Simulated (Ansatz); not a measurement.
**BH3Cl (doublet): the correlation ladder at distance Cl1–H2 along a hydrogen transfer = 1.559 Å, cc-pVDZ**

One table from this session's results is given with a row withheld; the runs are named, their logs left out.

The runs use Ansatz 0.2.0, Gaussian basis; cc-pVDZ, core rule «outside noble gas», up to 6 orbitals frozen.

Plan: UHF; CCSD(T) on ROHF; CCSD(T) on UHF; BCCD(T) on ROHF; CISD; CCSDT(Q) on ROHF; CCSDT(Q) on UHF; CASSCF and MRCISD+Q, 3 electrons in 3 orbitals; CASSCF and NEVPT2, 3 electrons in 3 orbitals.

12 further runs of the same task are left out: 5 for a known fault of the program, 1 for a mislabelled method, 6 that didn't finish.

### The geometry

The geometry derives from fragments relaxed apart (PBE0/def2-TZVP) and kept rigid, so it is no stationary point. A hydrogen atom is moved between rigid fragments.

5 atoms, charge 0, spin multiplicity 2.

Atoms are counted from 1 here; the program's logs count them from 0.

Bond lengths: Cl1–H2 1.559 Å, B3–H4 1.191 Å, B3–H5 1.191 Å. Angles: H4–B3–H5 129.4°.

Set-up of the first run:

Input file in.yaml:

```yaml
crystal:
  periodic: [false, false, false]
  atoms:
    - {symbol: Cl, position_ang: [-0.859981, 0.000000, 0.000000]}
    - {symbol: H, position_ang: [0.699019, 0.000000, 0.000000]}
    - {symbol: B, position_ang: [2.242019, 0.000000, 0.000000]}
    - {symbol: H, position_ang: [2.751092, 0.000000, 1.077008]}
    - {symbol: H, position_ang: [2.751092, 0.000000, -1.077008]}
basis:
  gaussian: {orbitals: cc-pVDZ}
magnetization: {spin_polarized: true, initial_magnetization: 1}
hamiltonian: {xc: hf}
output: {orbitals: {seedname: orbitals}}
```

The run is started by

```bash
$ ansatz run in.yaml --threads 1 --pin off --events-out ev --progress --plain --max-ram 2393MiB
```

Steps of the session up to this table: UHF; CCSD(T) on ROHF; CCSD(T) on UHF; BCCD(T) on ROHF; CISD; CCSDT(Q) on ROHF; CCSDT(Q) on UHF; CASSCF and MRCISD+Q, 3 electrons in 3 orbitals; CASSCF and NEVPT2, 3 electrons in 3 orbitals.

One table of the session follows, with a row left open; its other results are not shown here.

| method | from UCCSDT(Q) (kJ/mol) |
| --- | --- |
| ROHF | +715.5 |
| UHF | +693.0 |
| RMP2 | +108.0 |
| UMP2 | +114.4 |
| CISD | +72.5 |
| RCCSD | +16.5 |
| UCCSD | +15.7 |
| RCCSD(T) | +3.1 |
| UCCSD(T) | +3.2 |
| BCCD(T) | +3.2 |
| RCCSDT | +1.1 |
| UCCSDT | +1.0 |
| RCCSDT(Q) | 0.0 |
| UCCSDT(Q) | 0 |
| CASSCF pair | +656.0 |
| NEVPT2 pair | ? |
| MRCISD pair | +60.9 |
| MRCISD+Q pair | +4.1 |

**Question.** Estimate the row for NEVPT2 pair.

**Answer.** from UCCSDT(Q) (kJ/mol): +105.2. In the column «from UCCSDT(Q) (kJ/mol)» it lies between CISD (+72.5) and RMP2 (+108.0).

Among the levels timed on like hardware and quicker than the yardstick, those that no quicker one beats, quickest first: NEVPT2 pair (1.8 s, +105.2 kJ/mol); MRCISD+Q pair (2 s, +4.1 kJ/mol); BCCD(T) (4.9 s, +3.2 kJ/mol); RCCSD(T) (8.5 s, +3.1 kJ/mol).

Caveats from the session: Of the multireference levels listed MRCISD+Q pair comes nearest in total energy (+4.1 kJ/mol), which doesn't show that its space is the better one. Restricted and unrestricted rows rest on different reference determinants; where their highest levels disagree by more than a few hundredths of an eV, they describe different states and don't form one ladder.
